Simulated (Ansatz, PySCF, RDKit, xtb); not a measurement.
# Solving CH4LiSi, step by step

Task: start from the formula CH4LiSi (odd number of electrons), draw up candidate structures, narrow them down in stages, and characterise the one that lies lowest at 298.15 K.

The funnel: GFN2-xTB relaxations, single points with a density functional, relaxations at PBE0-D3(BJ)/def2-SVP, harmonic vibrations, and a last energy at a higher level. All values are calculated.

7 further runs of the same task are left out: 7 set aside as unsound or not needed.

**1. Candidates**

A program enumerates the bonding patterns with one Lewis structure each (two rings at most, one unusual centre or charged pair), with their diastereomers. O–O, O–halogen and N–halogen bonds and N–N–N chains are not drawn. That gives 6 candidates.

```
label             SMILES     spin
 c192    [Li][SiH2][CH2]  doublet
 c374    [Li][CH2][SiH2]  doublet
 c566     [Li][CH][SiH3]  doublet
 c782         [Li][SiH]C  doublet
 c788  [CH2][Li-][SiH2+]  doublet
 c792  [LiH-][SiH+][CH2]  doublet
```

Candidates are built by distance geometry, with a force field where one applies, in up to four conformers (letters a to d). 16 starts with atoms placed at random are added, to find patterns that the rules miss.

Q: Predict the outcome of this search (final energies at CCSD(T)/def2-TZVP).

| quantity | value |
| --- | --- |
| lowest structure found | [Li][SiH]C, doublet, Cs |
| next finalist | [H]1[Si][CH2]2[H][Li]12 ‡, doublet, 6.6 kcal/mol higher in G |
| share at equilibrium, among the finalists | 100.0 % |
| harmonic wavenumbers, lowest and highest (PBE0-D3(BJ)/def2-SVP) | 69 and 3152 cm⁻¹ |
| rotational constants, same geometry | 1.062, 0.2077, 0.1796 cm⁻¹ |
| dipole moment (PBE0/def2-TZVPD) | 5.98 D |
| HOMO energy (highest over α and β) (PBE0/def2-TZVPD) | -3.95 eV |
| LUMO energy (lowest over α and β) (PBE0/def2-TZVPD) | -1.43 eV |
| lowest excitation (TD-CAM-B3LYP/def2-SVPD) | 1.49 eV (f = 0.016) |
| strongest of the states computed, same level | 3.50 eV (f = 0.092) |
| vertical ionisation energy (to the singlet cation) | 5.89 eV |
| vertical electron affinity | -0.03 eV (unbound: the value depends on the basis) |
| vertical quartet less doublet | +3.23 eV |

`[Li][SiH]C` comes out lowest. The margin of 6.6 kcal/mol over the next finalist is beyond the usual error of the last level; it says nothing of structures that weren't ranked. PBE0-D3(BJ)/def2-SVP, HF/def2-TZVP and MP2/def2-TZVP already put its bonding pattern lowest among the structures in one piece. The stability test raises a flag; for an open shell a flag towards a general spinor solution can be the free rotation of the spin. Lowest found is not proven lowest: the search is finite, and each finalist counts with one conformer. Patterns outside the rules of the enumeration were met only by chance.

‡ marks the bonded skeleton alone, with all bonds drawn single: no Lewis structure was assigned that passes a check against the bond lengths.
